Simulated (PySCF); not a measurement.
```xyz
3
charge 0 multiplicity 3, angstrom
C     0.3972   -0.6879    0.0000
C    -0.7943    0.0000    0.0000
C     0.3972    0.6879    0.0000
```

Computed with UPBE in PySCF with C def2-TZVP; no relativity; density-fitted integrals.

This geometry of C₃ is a stationary point at this level.

Q: What is the point group?

A: D3h.

Q: Is it a minimum?

A: Yes: all harmonic wavenumbers are real.

Q: What are the dipole moment and the gap between the highest occupied and lowest empty levels of either spin?

A: 0.00 D and 1.63 eV.

Q: Give the ideal-gas entropy at 298.15 K and 1 bar by parts.

A: translation 153.5, rotation 66.8, vibration 0.5, spin 9.1; total 230.0 J/(mol K).

Other isomers or separated fragments may lie lower. At this level a singlet minimum of D∞h symmetry lies 51 kJ/mol below this structure.
